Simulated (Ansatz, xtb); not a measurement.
A geometry optimisation of H2NOSi+ with r2SCAN-D4/def2-SVP

The starting geometry of this gas-phase triplet was built from a drawn formula by distance geometry and a force field; its bonds are those of `N1[OH+][Si]1`.

```yaml
atoms:
  - { symbol: N, position_ang: [-0.4174, 0.4665, 1.9847] }
  - { symbol: O, position_ang: [-1.2368, 1.6010, 1.8094] }
  - { symbol: Si, position_ang: [-1.0550, 1.0642, 3.3581] }
  - { symbol: H, position_ang: [0.5381, 0.8871, 1.7764] }
  - { symbol: H, position_ang: [-2.1943, 1.3639, 1.5059] }
```

Question: Predict what becomes of its bonds when it is optimised with r2SCAN-D4/def2-SVP.

Answer: A bond breaks, giving a structure given below by its coordinates. Distances that change by over a tenth: N1–Si3 (1.63 → 1.92 Å). Contacts that open: O2–Si3 (1.65 → 2.90 Å).

The energy falls by 2.81 eV over 21 steps:

| step | E − E(last) (eV) |
| --- | --- |
| 1 | 2.808 |
| 3 | 1.577 |
| 5 | 1.541 |
| 8 | 1.531 |
| 10 | 1.428 |
| 12 | 1.148 |
| 14 | 0.569 |
| 17 | 0.066 |
| 19 | 0.006 |
| 21 | 0.000 |

Final geometry (Å):

```xyz
5

N    -0.4681    0.9690    2.1226
O    -1.2461    1.3560    1.1389
Si   -0.9662    0.7305    3.9608
H     0.4719    0.8149    1.7174
H    -2.1567    1.5124    1.4947
```

From the same start GFN2-xTB reaches the same bonding as this run.

No frequencies were run, so the end isn't proven a minimum. Open shells are spin-unrestricted. The triplet needn't be the ground state. Run with Ansatz 0.2.0, 95 s on 1 thread of AMD EPYC 7R43 64-Core Processor (Zen 3), on a shared host.
